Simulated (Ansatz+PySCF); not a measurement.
Two shapes of singlet NH₃.

Shape 1:

```xyz
4

N     0.0000    0.0000    0.1216
H     0.9358    0.0000   -0.2837
H    -0.4679    0.8105   -0.2837
H    -0.4679   -0.8105   -0.2837
```

Shape 2:

```xyz
4

N    -0.0005   -0.0215    0.0765
H     0.9472    0.0340   -0.2489
H    -0.5057    0.8251   -0.2544
H    -0.4459   -0.8553   -0.2864
```

Basis set: def2-SVP (spherical functions). Frozen core: 1 orbital. Charge 0, multiplicity 1.

Computed with Ansatz (development build ahead of 0.2.0); each method stands on the lowest determinant of its kind that the runs found.

Task: Which shape is lower in energy, and by how much in each method?

Result:

```csv
method,E(2) − E(1) (eV)
RHF-MP2,0.047
UHF-CCSD,0.048
PBE0 (unrestricted),0.040
r²SCAN (restricted),0.046
ωB97X (restricted),0.036
```

Shape 1 is lower.
